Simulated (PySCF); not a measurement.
**A search over the determinants of AlN**

Unrestricted PBE0; Al jorge-DZP-DKH, N jorge-DZP-DKH; spin-free X2C with a Gaussian nucleus (PySCF 2.14). Outer shells of the fragments: Al 3s2 3p1; N 2s2 2p3.

Followed along the bond (rough minima from three points):

```
2Ms+1  unpaired  ⟨S²⟩ at the start  R at minimum (Å)  Te (eV)
    3      π ↑↑               2.01              1.96     0.00
    3  σ ↑, π ↑               2.03              1.82     0.02
    1  σ ↓, π ↑               1.02              1.79     0.37
    1      π ↑↓               1.00              1.95     0.53
    1      none               0.64  none in the scan   ≤ 1.19
```

Solutions found at the starting distance of 1.850 Å, counted from the lowest of them; the search is not exhaustive and high or unbound solutions are not listed, so other states can lie among these:

```csv
2Ms+1,unpaired,term,E (eV),⟨S²⟩,⟨Lz²⟩,μ (D)
3,"σ ↑, π ↑",³Π,0.00,2.03,1.01,-2.55
3,π ↑↑,³Σ⁻,0.04,2.01,0.00,-1.06
1,"σ ↓, π ↑",mixed,0.36,1.02,1.02,-3.07
1,π ↑↓,mixed,0.57,1.00,2.01,-1.00
1,none,mixed,1.52,0.64,0.00,-4.57
1,none,mixed,2.10,0.00,2.00,-0.79
5,"σ ↑, π ↑↑↑",⁵Π,2.31,6.01,1.00,-0.90
3,σ ↑↑,³Σ⁺,2.78,2.06,0.00,-4.57
3,"σ ↓, π ↑↑↑",mixed,3.22,3.02,1.01,-0.71
3,π ↑↑,mixed,3.63,2.41,2.01,-2.79
```

A term symbol is given only where ⟨S²⟩ and ⟨Lz²⟩ are close to those of a pure state; real π, δ and φ orbitals otherwise mix terms. A positive dipole means Al(−)N(+).

**Question.** Compare the gap between the two lowest followed solutions at the starting distance with the gap between their minima.

**Answer.** At PBE0 the second solution (triplet, unpaired electrons σ ↑, π ↑) lies -0.04 eV from the first (triplet, unpaired electrons π ↑↑) at 1.850 Å and +0.02 eV at the minima; the two curves relax by different amounts, since their minima lie near 1.82 and 1.96 Å. A gap this small is a tie at this level.
